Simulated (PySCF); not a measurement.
Relaxation of doublet Na₃

Level of theory: UPBE0/[Na def2-TZVP], no relativity, density fitting, PySCF. A (50,194) grid was used.

A hand-made linear chain start, of D∞h symmetry, held to at least that symmetry:

```xyz
3
charge 0 multiplicity 2, angstrom
Na    0.0000    0.0000    0.0000
Na    0.0000    0.0000    3.1806
Na    0.0000    0.0000   -3.1806
```

(1) What does it relax to?

(2) How much energy is released, and in how many steps?

## Answers

(1) It ends at D∞h with Na–Na 3.305 Å (×2); Na–Na–Na 180.0°. A frequency run shows a minimum.

(2) 1.2 kJ/mol in 3 steps.

The relaxation took 3.8 s on 4 threads of a shared Arm Neoverse V1 host, with 96 basis functions and 4 gradients; the process peaked at 0.49 GiB. Launch command: `OMP_NUM_THREADS=4 python axn.py task.json out`.
